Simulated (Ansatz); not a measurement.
# CHN (SMILES C#N): single points off equilibrium

An exercise on one series of results from a longer session: the logs are not shown, and one member is left open.

Method: single points in def2-TZVPP; program: Ansatz 0.2.0, Gaussian basis.

Correlated methods freeze the cores.

**Where the work starts**

3 atoms, charge 0, spin multiplicity 1.

Atoms are counted from 1 here; the program's logs count them from 0.

Bond lengths: C1–N2 1.434 Å, C1–H3 1.097 Å. Angles: N2–C1–H3 162.2°.

As a file:

```
C     0.0234   -0.0970    0.0159
N     0.2710    1.2682    0.3787
H    -0.1320   -1.1815    0.0734
```

Set-up of the first run:

The input, run/in.yaml:

```yaml
crystal:
  periodic: [false, false, false]
  atoms:
    - {symbol: C, position_ang: [0.023400, -0.097000, 0.015900]}
    - {symbol: N, position_ang: [0.271000, 1.268200, 0.378700]}
    - {symbol: H, position_ang: [-0.132000, -1.181500, 0.073400]}
basis:
  gaussian: {orbitals: def2-TZVPP}
correlation: {method: ccsd_t}
output: {forces: true}
```

The command line of these runs was not kept.

Steps of the session up to this table: CCSD(T)/def2-TZVPP; PBE0-D4/def2-TZVPP; wB97M-V/def2-TZVPP; r2SCAN-D4/def2-TZVPP; PBE-D4/def2-TZVPP; r2SCANh-D4/def2-TZVPP; BLYP-D4/def2-TZVPP.

One of the session's tables, all rows but one given; the rest of the session is left out.

| method | RMS force component (eV/Å) | angle to CCSD(T) forces (°) | dipole (D) |
| --- | --- | --- | --- |
| CCSD(T) | 5.905 | reference | 2.74 |
| PBE0-D4 | 7.069 | 0.7 | 2.93 |
| wB97M-V | 7.205 | 0.4 | 2.97 |
| r2SCAN-D4 | 6.698 | 0.7 | 2.87 |
| PBE-D4 | 6.311 | 1.4 | 2.75 |
| r2SCANh-D4 | 6.939 | 0.5 | 2.92 |
| BLYP-D4 | ? | ? | ? |

Estimate the missing values for BLYP-D4.

As computed: RMS force component (eV/Å): 6.152; angle to CCSD(T) forces (°): 0.9; dipole (D): 2.77. In the column «RMS force component (eV/Å)» it lies between CCSD(T) (5.905) and PBE-D4 (6.311).
